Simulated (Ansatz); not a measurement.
A run of Ansatz (development build ahead of 0.2.0) on triplet C₄H₄S at this shape:

```yaml
atoms:
  - { symbol: S, position_ang: [0.0000, 0.0000, 1.1898] }
  - { symbol: C, position_ang: [0.0000, 1.2339, -0.0015] }
  - { symbol: C, position_ang: [0.0000, -1.2339, -0.0015] }
  - { symbol: C, position_ang: [0.0000, 0.7092, -1.2723] }
  - { symbol: C, position_ang: [0.0000, -0.7092, -1.2723] }
  - { symbol: H, position_ang: [0.0000, 2.2753, 0.2920] }
  - { symbol: H, position_ang: [0.0000, -2.2753, 0.2920] }
  - { symbol: H, position_ang: [0.0000, 1.3219, -2.1672] }
  - { symbol: H, position_ang: [0.0000, -1.3219, -2.1672] }
```

Its results:

- Converged: yes
- Total energy: -552.89509 hartree
- Spin squared of the determinant: 2.009
- Stability test: minimum

(1) Which input gives this output? Name the method, the orbitals and the basis set, and write the input.

Answers

(1) ωB97X (unrestricted) in pcseg-2.

```yaml
crystal:
  periodic: [false, false, false]
  atoms:
    - { symbol: S, position_ang: [0.0, 0.0, 1.18975] }
    - { symbol: C, position_ang: [0.0, 1.23388, -0.00147] }
    - { symbol: C, position_ang: [0.0, -1.23388, -0.00147] }
    - { symbol: C, position_ang: [0.0, 0.70917, -1.27232] }
    - { symbol: C, position_ang: [0.0, -0.70917, -1.27232] }
    - { symbol: H, position_ang: [0.0, 2.27534, 0.29198] }
    - { symbol: H, position_ang: [0.0, -2.27534, 0.29198] }
    - { symbol: H, position_ang: [0.0, 1.32193, -2.16723] }
    - { symbol: H, position_ang: [0.0, -1.32193, -2.16723] }
basis:
  gaussian: { orbitals: pcseg-2 }
magnetization:
  spin_polarized: true
  initial_magnetization: 2
hamiltonian:
  xc: { name: wB97X }
```

Caution: other spin multiplicities may lie lower.
